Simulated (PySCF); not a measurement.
The same gas-phase reaction for B, Al, Ga, In:
- 2 BH3 + Cl2 → 2 BH2Cl + 2 H
- 2 AlH3 + Cl2 → 2 AlH2Cl + 2 H
- 2 GaH3 + Cl2 → 2 GaH2Cl + 2 H
- 2 InH3 + Cl2 → 2 InH2Cl + 2 H

Method: PySCF energies (xtb for GFN2) plus ideal-gas RRHO corrections (1 bar). † marks an energy on the PBE0/def2-TZVP geometry and frequencies; other levels use their own. Open shells (unrestricted): H (multiplicity 2); the rest are closed-shell singlets. GFN2 has no spin-polarisation term. In: scalar-relativistic def2 core potential, no spin-orbit coupling. Ga: all electrons, no relativistic terms. BH2Cl, AlH3, AlH2Cl, GaH3, GaH2Cl, InH3, InH2Cl: computed as isolated molecules; such fragments, hydroxides, amides, oligomers or adducts are transient or little studied in the gas.

ΔH°(298 K) in kJ, by level:

```tsv
level	B	Al	Ga	In
ωB97M-V/def2-TZVP†	…	-58.4	18.6	22.9
LDA/def2-TZVP†	…	-23.3	51.6	63.4
PBE0/def2-QZVP†	…	-67.5	7.3	9.6
GFN2-xTB	282.7	103.2	70.7	130.9
PBE/def2-SVP	…	-75.8	-8.3	1.5
PBE0/def2-SVP†	…	-95.5	-25.4	-14.6
```

Q: Complete the blanks.

A: 
- ωB97M-V/def2-TZVP†, B: 69.9
- LDA/def2-TZVP†, B: 68.5
- PBE0/def2-QZVP†, B: 54.1
- PBE/def2-SVP, B: 15.0
- PBE0/def2-SVP†, B: 9.4
